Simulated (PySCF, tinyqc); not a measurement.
Worked calculation: coupled-perturbed Hartree-Fock on RHF in the sto-3g basis, for CH+, spin multiplicity 1. The lowest restricted solution is unstable here: a spin-polarised one lies 0.0081 hartree lower (PySCF). Computed by tinyqc, a small Python program that keeps every step (integrals from PySCF). Settings: charge = 1, multiplicity = 1, basis = sto-3g, method = RHF, energy threshold = 1e-10, iteration cap = 56, orthogonalisation = symmetric, start = atomic densities, DIIS depth = 6. Command: `OMP_NUM_THREADS=1 python tinyqc.py 31784 31785 out.jsonl` (the two numbers bound the seeds that draw the settings). One thread of a shared host (Intel(R) Xeon(R) Processor @ 2.60GHz), about 0.1 s of CPU time with the checks. The early iterations of the SCF are left out here.

## One-electron integrals

Geometry (angstrom):
```
atom         x         y         z
C     0.000000  0.000000  0.000000
H     0.000000  0.000000  1.544000
```

Basis sto-3g: exponents (1/bohr^2) and contraction coefficients of normalised primitives:
```
element  l (shell)   exponent  coefficient
C            s (1)  71.616837     0.154329
C            s (1)  13.045096     0.535328
C            s (1)   3.530512     0.444635
C            s (2)   2.941249    -0.099967
C            s (2)   0.683483     0.399513
C            s (2)   0.222290     0.700115
C            p (3)   2.941249     0.155916
C            p (3)   0.683483     0.607684
C            p (3)   0.222290     0.391957
H            s (1)   3.425251     0.154329
H            s (1)   0.623914     0.535328
H            s (1)   0.168855     0.444635
```

Overlap, kinetic and nuclear-attraction integrals over the contracted functions; the nuclear repulsion is the sum of Za Zb / Rab.

nuclear repulsion = 2.05638813 hartree

overlap S, lower triangle:
```
           1C 1s     1C 2s    1C 2px    1C 2py    1C 2pz     2H 1s
1C 1s   1.000000
1C 2s   0.248362  1.000000
1C 2px  0.000000  0.000000  1.000000
1C 2py  0.000000  0.000000  0.000000  1.000000
1C 2pz  0.000000  0.000000  0.000000  0.000000  1.000000
2H 1s   0.022242  0.267923  0.000000  0.000000  0.296636  1.000000
```

kinetic energy T (hartree), lower triangle:
```
            1C 1s     1C 2s    1C 2px    1C 2py    1C 2pz     2H 1s
1C 1s   15.891122
1C 2s   -0.085890  0.472250
1C 2px   0.000000  0.000000  1.477728
1C 2py   0.000000  0.000000  0.000000  1.477728
1C 2pz   0.000000  0.000000  0.000000  0.000000  1.477728
2H 1s   -0.006524  0.012369  0.000000  0.000000  0.069715  0.760032
```

nuclear attraction V (hartree), lower triangle:
```
             1C 1s      1C 2s     1C 2px     1C 2py     1C 2pz      2H 1s
1C 1s   -33.995472
1C 2s    -4.277350  -5.531487
1C 2px    0.000000   0.000000  -5.470562
1C 2py    0.000000   0.000000   0.000000  -5.470562
1C 2pz   -0.008440  -0.096549   0.000000   0.000000  -5.527979
2H 1s    -0.388804  -1.115690   0.000000   0.000000  -1.127226  -3.276123
```

core Hamiltonian H = T + V (hartree), lower triangle:
```
             1C 1s      1C 2s     1C 2px     1C 2py     1C 2pz      2H 1s
1C 1s   -18.104351
1C 2s    -4.363240  -5.059237
1C 2px    0.000000   0.000000  -3.992834
1C 2py    0.000000   0.000000   0.000000  -3.992834
1C 2pz   -0.008440  -0.096549   0.000000   0.000000  -4.050251
2H 1s    -0.395328  -1.103321   0.000000   0.000000  -1.057510  -2.516091
```

## Two-electron integrals

Functions are numbered as in S; the eight-fold symmetry (ij|kl) = (ji|kl) = (kl|ij) leaves the list below.

Two-electron integrals (ij|kl) in chemists' order, unique and non-zero (hartree):
```
(11|11) 3.541948   (21|11) 0.576921   (21|21) 0.111888   (22|11) 0.854682
(22|21) 0.205284   (22|22) 0.624709   (31|31) 0.020296   (32|31) 0.030858
(32|32) 0.137996   (33|11) 0.852436   (33|21) 0.205335   (33|22) 0.624568
(33|33) 0.672833   (41|41) 0.020296   (42|41) 0.030858   (42|42) 0.137996
(43|43) 0.036269   (44|11) 0.852436   (44|21) 0.205335   (44|22) 0.624568
(44|33) 0.600295   (44|44) 0.672833   (51|51) 0.020296   (52|51) 0.030858
(52|52) 0.137996   (53|53) 0.036269   (54|54) 0.036269   (55|11) 0.852436
(55|21) 0.205335   (55|22) 0.624568   (55|33) 0.600295   (55|44) 0.600295
(55|55) 0.672833   (61|11) 0.051869   (61|21) 0.010004   (61|22) 0.018346
(61|33) 0.018294   (61|44) 0.018294   (61|51) 0.000569   (61|52) 0.001078
(61|55) 0.018457   (61|61) 0.000912   (62|11) 0.155739   (62|21) 0.038062
(62|22) 0.131907   (62|33) 0.128541   (62|44) 0.128541   (62|51) 0.003548
(62|52) 0.027160   (62|55) 0.138501   (62|61) 0.003546   (62|62) 0.040942
(63|31) 0.003423   (63|32) 0.019307   (63|53) 0.004962   (63|63) 0.004320
(64|41) 0.003423   (64|42) 0.019307   (64|54) 0.004962   (64|64) 0.004320
(65|11) 0.147492   (65|21) 0.036453   (65|22) 0.133899   (65|33) 0.127527
(65|44) 0.127527   (65|51) 0.006232   (65|52) 0.043826   (65|55) 0.146486
(65|61) 0.003509   (65|62) 0.049112   (65|65) 0.062157   (66|11) 0.341494
(66|21) 0.084753   (66|22) 0.335605   (66|33) 0.320366   (66|44) 0.320366
(66|51) 0.008173   (66|52) 0.087566   (66|55) 0.365624   (66|61) 0.007928
(66|62) 0.144576   (66|65) 0.190219   (66|66) 0.774606
```

## Orthogonalisation

S = U s U^T; symmetric (Loewdin) form X = U s^(-1/2) U^T, so that X^T S X = 1.

eigenvalues of S: 0.568850  0.823383  1.000000  1.000000  1.158739  1.449029

X, lower triangle:
```
            1C 1s      1C 2s    1C 2px    1C 2py     1C 2pz     2H 1s
1C 1s    1.024839
1C 2s   -0.133419   1.056670
1C 2px   0.000000   0.000000  1.000000
1C 2py   0.000000   0.000000  0.000000  1.000000
1C 2pz  -0.004500   0.034868  0.000000  0.000000   1.037482
2H 1s    0.016787  -0.153224  0.000000  0.000000  -0.165473  1.068638
```

## Iteration 7 (converged): orbitals

converged F (hartree), lower triangle:
```
             1C 1s      1C 2s     1C 2px     1C 2py     1C 2pz      2H 1s
1C 1s   -11.641427
1C 2s    -3.095617  -1.858721
1C 2px    0.000000   0.000000  -0.246319
1C 2py    0.000000   0.000000   0.000000  -0.246319
1C 2pz   -0.013835  -0.038640   0.000000   0.000000  -0.650639
2H 1s    -0.285168  -0.476741   0.000000   0.000000  -0.465401  -0.556637
```

Diagonalise F' = X^T F X, C = X C', fill 3 alpha and 3 beta electrons from the bottom; D = 2 C_occ C_occ^T. Each column has its largest component positive (the first on a tie).

F' = X^T F X (hartree), lower triangle:
```
            1          2          3          4          5          6
1  -11.421175
2   -1.525572  -1.278632
3    0.000000   0.000000  -0.246319
4    0.000000   0.000000   0.000000  -0.246319
5   -0.025796   0.031589   0.000000   0.000000  -0.554888
6    0.006099  -0.226911   0.000000   0.000000  -0.333311  -0.375877
```

orbital energies (hartree): MO1 -11.645779, MO2 -1.131068, MO3 -0.775229, MO4 -0.246319, MO5 -0.246319, MO6 -0.078496

coefficients C:
```
              MO1        MO2        MO3        MO4       MO5        MO6
1C 1s    0.994510  -0.257670   0.087729   0.000000  0.000000   0.072506
1C 2s    0.021582   0.943451  -0.373497   0.000000  0.000000  -0.359138
1C 2px   0.000000   0.000000   0.000000  -0.177982  0.984034   0.000000
1C 2py   0.000000   0.000000   0.000000   0.984034  0.177982   0.000000
1C 2pz   0.002254   0.121482   0.745225   0.000000  0.000000  -0.731344
2H 1s   -0.003408   0.196125   0.450498   0.000000  0.000000   0.975553
```

D after iteration 7, lower triangle:
```
            1C 1s      1C 2s    1C 2px    1C 2py    1C 2pz     2H 1s
1C 1s    2.126283
1C 2s   -0.508805   2.060132
1C 2px   0.000000   0.000000  0.000000
1C 2py   0.000000   0.000000  0.000000  0.000000
1C 2pz   0.072634  -0.327357  0.000000  0.000000  1.140245
2H 1s   -0.028806   0.033401  0.000000  0.000000  0.719081  0.482850
```

Within a degenerate level the vectors are fixed only up to a rotation; this is one choice.

## Convergence

Stop when the energy changes by less than 1e-10 hartree and every element of the error matrix X^T (F D S - S D F) X is below 3e-06.

Course of the cycle:
```
iteration   E (hartree)     change  largest element of the error matrix
1          -33.69986123          -                             2.79e-01
2          -37.40527190  -3.71e+00                             2.69e-02
3          -37.40592588  -6.54e-04                             6.27e-03
4          -37.40597170  -4.58e-05                             1.09e-03
5          -37.40597324  -1.54e-06                             1.42e-05
6          -37.40597324  -3.24e-10                             1.42e-07
7          -37.40597324  -2.13e-14                             8.74e-10
```

PySCF RHF in the same basis = -37.40597324 hartree

Converged in 7 iterations.

## Integrals over molecular orbitals

(pq|rs) = sum C_ip C_jq C_kr C_ls (ij|kl), one index at a time.

one-electron integrals over orbitals h = C^T H C (hartree), lower triangle:
```
            1          2          3          4          5          6
1  -18.093019
2    0.387184  -4.180741
3   -0.124514   0.198540  -3.636525
4    0.000000   0.000000   0.000000  -3.992834
5    0.000000   0.000000   0.000000   0.000000  -3.992834
6   -0.104880   0.480157   0.676434   0.000000   0.000000  -2.905028
```

Two-electron integrals over orbitals (pq|rs), unique and non-zero (hartree):
```
(11|11) 3.514066    (21|11) -0.339640   (21|21) 0.052262    (22|11) 0.800028
(22|21) -0.013540   (22|22) 0.576814    (31|11) 0.113893    (31|21) -0.015396
(31|22) 0.011446    (31|31) 0.018213    (32|11) -0.091090   (32|21) 0.006888
(32|22) 0.003083    (32|31) 0.015453    (32|32) 0.109854    (33|11) 0.701796
(33|21) -0.009276   (33|22) 0.517460    (33|31) -0.005382   (33|32) -0.034838
(33|33) 0.550852    (41|41) 0.021437    (42|41) 0.027087    (42|42) 0.116912
(43|41) -0.008954   (43|42) -0.032446   (43|43) 0.035509    (44|11) 0.852070
(44|21) -0.010538   (44|22) 0.585670    (44|31) 0.003382    (44|32) -0.050919
(44|33) 0.522447    (44|44) 0.672833    (51|51) 0.021437    (52|51) 0.027087
(52|52) 0.116912    (53|51) -0.008954   (53|52) -0.032446   (53|53) 0.035509
(54|54) 0.036269    (55|11) 0.852070    (55|21) -0.010538   (55|22) 0.585670
(55|31) 0.003382    (55|32) -0.050919   (55|33) 0.522447    (55|44) 0.600295
(55|55) 0.672833    (61|11) 0.094881    (61|21) -0.016559   (61|22) -0.001813
(61|31) -0.006473   (61|32) -0.016164   (61|33) 0.009421    (61|44) 0.002760
(61|55) 0.002760    (61|61) 0.014680    (62|11) -0.156791   (62|21) 0.002854
(62|22) -0.081327   (62|31) -0.013479   (62|32) -0.016101   (62|33) -0.012328
(62|44) -0.084801   (62|55) -0.084801   (62|61) 0.009263    (62|62) 0.072662
(63|11) -0.228151   (63|21) 0.004783    (63|22) -0.087218   (63|31) 0.002362
(63|32) 0.077151    (63|33) -0.068271   (63|44) -0.123977   (63|55) -0.123977
(63|61) -0.004714   (63|62) 0.060350    (63|63) 0.148316    (64|41) -0.006880
(64|42) -0.029091   (64|43) -0.008818   (64|64) 0.019683    (65|51) -0.006880
(65|52) -0.029091   (65|53) -0.008818   (65|65) 0.019683    (66|11) 0.567323
(66|21) -0.004699   (66|22) 0.476575    (66|31) 0.011008    (66|32) 0.083878
(66|33) 0.487198    (66|44) 0.430859    (66|55) 0.430859    (66|61) -0.006698
(66|62) 0.005426    (66|63) 0.075097    (66|66) 0.612875
```

## Response to a field: uncoupled start

dipole integrals <a|y|i> (bohr):
```
          i1        i2         i3
a4  0.087492  0.797315  -0.217407
a5  0.015825  0.144210  -0.039322
a6  0.000000  0.000000   0.000000
```

Field along y; U_ai = -mu_ai / (e_a - e_i), alpha = -4 sum U_ai mu_ai.

uncoupled U:
```
           i1         i2        i3
a4  -0.007675  -0.901176  0.411048
a5  -0.001388  -0.162996  0.074346
a6   0.000000   0.000000  0.000000
```

uncoupled polarisability = 3.340035 bohr^3

## Coupled step 1

U_ai = -(mu_ai + sum_bj [4 (ai|bj) - (ab|ij) - (aj|bi)] U_bj) / (e_a - e_i); alpha = -4 sum U_ai mu_ai.

U after step 1:
```
          i1         i2        i3
a4  0.000142  -1.118109  0.654753
a5  0.000026  -0.202233  0.118425
a6  0.000000   0.000000  0.000000
```

polarisability = 4.270565 bohr^3

## Coupled step 2

As before.

U after step 2:
```
          i1         i2        i3
a4  0.003076  -1.163738  0.827804
a5  0.000556  -0.210485  0.149725
a6  0.000000   0.000000  0.000000
```

polarisability = 4.575199 bohr^3

## Coupled polarisability

Repeat until U stops changing; compare with -d2E/dF2.

Course of the coupled iterations:
```
step  alpha (bohr^3)
0           3.340035
1           4.270565
2           4.575199
3           4.704598
4           4.778042
5           4.828742
6           4.867044
7           4.896973
8           4.920635
9           4.939413
10          4.954336
11          4.966200
...              ...
49          5.012244
50          5.012246
51          5.012247
52          5.012248
53          5.012249
54          5.012249
55          5.012250
56          5.012250
57          5.012251
58          5.012251
59          5.012251
60          5.012251
```

finite-field check, fields of +/-0.001 au = 5.012240 bohr^3

The plain iteration does not converge within 60 steps; the finite-field value stands.
